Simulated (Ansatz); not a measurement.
B$_{2}$H$_{3}$S (charge -1), singlet: a single point at a frame of a short PBE0-D4/def2-SVP trajectory.

Input (in.yaml):

```yaml
crystal:
  periodic: [false, false, false]
  atoms:
    - {symbol: B, position_ang: [-0.354551, 0.104641, -0.590816]}
    - {symbol: B, position_ang: [0.665949, -0.400431, 0.512051]}
    - {symbol: S, position_ang: [-0.342231, 0.796885, 1.299652]}
    - {symbol: H, position_ang: [0.045740, 0.927250, -1.411386]}
    - {symbol: H, position_ang: [-1.595715, -0.459256, -0.878125]}
    - {symbol: H, position_ang: [1.591321, -1.050778, 1.060558]}
basis:
  gaussian: {orbitals: "def2-TZVPPD.json"}
total_charge: -1
hamiltonian: {xc: pbe0, dispersion: d4}
output: {forces: true, orbitals: {seedname: orbitals}}
```

The basis file named in the input lies beside it (Basis Set Exchange, JSON).

Run by:

```bash
ansatz run in.yaml --threads 2 --pin off --events-out ev --progress --plain --max-ram 3481MiB
```

What Ansatz 0.2.0 printed:

```
Functional definition: PBE0
  name "PBE0"
  cite "Adamo & Barone, J. Chem. Phys. 110, 6158 (1999) doi:10.1063/1.478522"
  cite "Perdew, Burke & Ernzerhof, Phys. Rev. Lett. 77, 3865 (1996) doi:10.1103/PhysRevLett.77.3865"
  parent pbe
  parameter a = 0.25
  parameter kappa = 0.804
  parameter beta = 0.06672455060314922
  exchange = (1 - a)*pbe_x(kappa = kappa, mu = beta*pi^2/3) + a*exact_x
  correlation = pbe_c(beta = beta)
863 factors; their error is unknown
mean field evaluation 1: about -12229.9571 eV, gradient 2.9e1 eV
mean field evaluation 2: about -12226.1853 eV, gradient 4.6e1 eV
mean field evaluation 4: about -12232.6751 eV, gradient 1.5e0 eV
mean field evaluation 8: about -12232.7019 eV, gradient 3.7e-2 eV
mean field evaluation 16: about -12232.7019 eV, gradient 2.5e-5 eV
mean field -12232.70186510 eV, -449.5435019191 hartree, gradient 2.5e-5 eV, S^2 0.000000; 0 other end points of the search recorded, 0 dependent functions left out
the calculation of the forces begins
reference -12232.70190779 eV, -449.5435034882 hartree; 15, 15 occupied and 161, 161 virtual orbitals, 863 factors
Total energy: -12232.80706129 eV, -449.5473678079 hartree
Atom 0 at    -0.354551     0.104641    -0.590816 Å, force    -2.480649    -0.187802    -1.549049 eV/Å
Atom 1 at     0.665949    -0.400431     0.512051 Å, force     1.449692    -1.415705     1.451874 eV/Å
Atom 2 at    -0.342231     0.796885     1.299652 Å, force    -0.086016     0.503126     0.364931 eV/Å
Atom 3 at     0.045740     0.927250    -1.411386 Å, force    -0.317654    -0.156081     0.068908 eV/Å
Atom 4 at    -1.595715    -0.459256    -0.878125 Å, force     2.157178     0.746315     0.305840 eV/Å
Atom 5 at     1.591321    -1.050778     1.060558 Å, force    -0.722551     0.510147    -0.642504 eV/Å
Dipole moment:     0.128900     0.126954     0.432370 e Å
```

The lines “mean field evaluation” count trial sets of orbitals through the whole run, from several starts and some on an approximate energy, so they need not fall steadily or lie above the final value.

The run took about 2.7 s on 2 CPU threads (shared host).
